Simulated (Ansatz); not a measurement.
Reaction (SMILES): O=CO + H+ → C([OH2+])=O
B3LYP-D3(BJ)/def2-TZVP geometries, fixed; electronic energies without zero-point terms; positive where energy is released.
Largest species:
```
O
H 1 0.9757
H 1 0.9767 2 111.71
C 1 1.6993 2 121.90 3 141.92
O 4 1.1347 1 115.09 2 -152.58
H 4 1.0879 5 142.66 1 176.53
```
Charge +1, spin multiplicity 1.

Core correlation in the proton affinity at MP2 with Ansatz (an electronic-structure program), in kcal/mol: frozen core against all electrons. Core-valence sets carry the plain set on hydrogen. Species with rotatable bonds are taken in one conformer. The proton sits at the site shown, which need not be the one that binds it best. Costs are rough ratios of core time on shared machines of one kind.

| basis | functions, most | frozen core |
|---|---|---|
| cc-pVDZ | 57 | 168.81 |
| cc-pCVDZ | 69 | 168.86 |
| cc-pVTZ | 132 | 164.93 |
| cc-pCVTZ | 171 | 164.91 |
| cc-pwCVTZ | 171 | 164.83 |
| cc-pVQZ | 255 | 163.30 |
| cc-pwCVQZ | 342 | 163.21 |
| cc-pCVQZ | 342 | 163.23 |

Question: How large is the core term in each set?

Answer: The largest core-valence set, cc-pCVQZ, gives a core term of -0.09 kcal/mol; the valence set cc-pVQZ, which lacks functions for the core, gives -0.05. By row: cc-pVDZ -0.04, cc-pCVDZ -0.03, cc-pVTZ 0.02, cc-pCVTZ -0.09, cc-pwCVTZ -0.10, cc-pVQZ -0.05, cc-pwCVQZ -0.10, cc-pCVQZ -0.09.
